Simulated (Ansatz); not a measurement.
## Property card for Hf2N

Level of theory: Ansatz 0.2.0, DFT r2SCAN, scalar-relativistic, plane waves, PAW.

Settings: cutoff 500 eV, Γ-centred mesh 8×8×12 on the computed 6-atom cell, Gaussian smearing of 0.10 eV; no spin polarisation.

The structure is relaxed at this level of theory with its symmetry kept. Whether it is the stable form of this composition wasn't checked.

```
CELL_PARAMETERS angstrom
5.32511 0.00000 0.00000
0.00000 5.32511 0.00000
0.00000 0.00000 3.24999
ATOMIC_POSITIONS crystal
Hf 0.29549 0.29549 0.00000
Hf 0.70451 0.70451 0.00000
Hf 0.79549 0.20451 0.50000
Hf 0.20451 0.79549 0.50000
N 0.00000 0.00000 0.00000
N 0.50000 0.50000 0.50000
```

(1) Formation energy from the elements' standard states (uncorrected)?

(2) Density of states at the Fermi level?

(3) Löwdin character within 0.5 eV of the Fermi level?

(4) Bader charges (e)?

Spin-orbit coupling is left out, which matters for the bands of heavy elements.

## Answers

(1) -1.349 eV/atom.

(2) 2.88 states/eV per cell.

(3) Hf 5d 84 %, N 2p 8 %.

(4) Hf (4 in the cell) 1.01, N (2 in the cell) -2.02.